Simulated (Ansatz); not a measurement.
For GeSe (Pnma, No. 62), LDA (Ansatz, a first-principles code, plane waves, PAW) gives:

- bulk modulus = 40.6 GPa
- cohesive energy = 4.28 eV/atom
- band gap = 0.28 eV

Problem. What does PBE (plane waves, PAW; Ansatz) give for the same quantities?

Solution. 
- bulk modulus: 16.8 GPa (decreases by 59 %)
- cohesive energy: 3.40 eV/atom (falls by 0.88 eV/atom)
- band gap: 0.88 eV (increases by 0.60 eV)

Changes are worked out from the printed values.

Unless a cell is named, each level is at its own relaxed cell (LDA 21.37, PBE 24.60 Å³/atom).

Levels without +SOC have no spin–orbit coupling; where heavier elements are present it shifts gaps, mostly down, and can invert bands. Density-functional gaps are differences of (generalised) Kohn–Sham levels.

Caveats: the bulk modulus is −V dP/dV from two relaxed cells at ±2 % in volume (LDA, PBE). Ansatz's density-functional and Hartree–Fock values are scalar-relativistic unless marked +SOC, with PAW data made under PBE.
